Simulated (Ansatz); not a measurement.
P4⁺. Charge 1, multiplicity 2. Geometry PBE-D4/def2-TZVP.

| atom | x (Å) | y (Å) | z (Å) |
| --- | --- | --- | --- |
| P1 | -0.2237 | 0.0172 | 0.3783 |
| P2 | 1.4524 | 0.6007 | -0.8279 |
| P3 | -1.2414 | 0.0864 | 2.0783 |
| P4 | 0.0127 | -0.7043 | -1.6287 |

B3LYP takes the VWN-RPA correlation. Another isomer (doublet) lies 1.75 eV lower at PBE0-D4/def2-TZVP; other spin states weren't run for this one.

Estimate the α-spin orbital energies around the gap (eV) in Ansatz with PBE-D4/def2-TZVP, r2SCAN-D4/def2-TZVP, r2SCANh-D4/def2-TZVP, B3LYP-D4/def2-TZVP, PBE0-D4/def2-TZVP.


```csv
orbital,PBE-D4/def2-TZVP,r2SCAN-D4/def2-TZVP,r2SCANh-D4/def2-TZVP,B3LYP-D4/def2-TZVP,PBE0-D4/def2-TZVP
HOMO−9,-24.88,-25.74,-26.53,-26.64,-27.19
HOMO−8,-21.93,-22.71,-23.45,-23.56,-24.09
HOMO−7,-18.62,-19.12,-19.72,-19.94,-20.32
HOMO−6,-17.58,-18.03,-18.58,-18.78,-19.14
HOMO−5,-14.30,-14.64,-15.06,-15.19,-15.50
HOMO−4,-14.05,-14.38,-14.76,-14.80,-15.13
HOMO−3,-13.30,-13.64,-14.09,-14.19,-14.54
HOMO−2,-13.09,-13.36,-13.76,-13.92,-14.20
HOMO−1,-11.69,-11.92,-12.25,-12.30,-12.59
HOMO,-11.12,-11.45,-11.84,-11.86,-12.20
LUMO,-9.75,-9.72,-9.40,-9.05,-8.92
LUMO+1,-8.60,-8.53,-8.24,-7.96,-7.86
LUMO+2,-8.30,-8.14,-7.81,-7.58,-7.41
LUMO+3,-6.72,-6.54,-6.22,-5.99,-5.85
LUMO+4,-5.81,-5.49,-5.17,-5.10,-4.92
LUMO+5,-4.38,-3.97,-3.66,-3.63,-3.44
β HOMO,-11.51,-11.73,-12.03,-12.11,-12.34
β LUMO,-9.98,-9.71,-9.40,-9.31,-9.07
```
